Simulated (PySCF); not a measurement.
These 2 structures share the formula CH2N2. Level of theory: PySCF, PBE0-D3(BJ)/def2-SVP geometry optimisation, gas phase. Energies are electronic, without zero-point or thermal terms, for one conformer each. No frequencies were run at this level. Point groups hold within 0.08 Å.

Question: Rank from lowest to highest electronic energy at this level (kcal/mol).
A. `N#CN`
B. `N=C=N` (diiminomethane)

Answer: A (0.0), B (6.0).

As drawn, the lower has a C≡N group, which the higher lacks; the higher has cumulated double bonds and a C=N bond, which the lower lacks.

```json
{"SMILES": "N#CN", "E (Eh)": "-148.50273", "E rel (kcal/mol)": "0.0", "dipole (D)": "4.61", "point group": "Cs", "A, B, C (MHz)": "309840, 10191, 9933"}
{"SMILES": "N=C=N", "E (Eh)": "-148.49317", "E rel (kcal/mol)": "6.0", "dipole (D)": "0.00", "point group": "C2h", "A, B, C (MHz)": "553333, 10398, 10206"}
```

Question: How do the relative energies change in single points at KT2/pcSseg-2 (no added dispersion term) on the same geometries?

Answer: 
```
SMILES  PBE0-D3(BJ)/def2-SVP (kcal/mol)  KT2/pcSseg-2 (kcal/mol)  shift
  N#CN                              0.0                      0.0    0.0
 N=C=N                              6.0                      4.6   -1.4
```

Each column counts from its own lowest isomer. The order is unchanged; the largest shift is 1.4 kcal/mol.
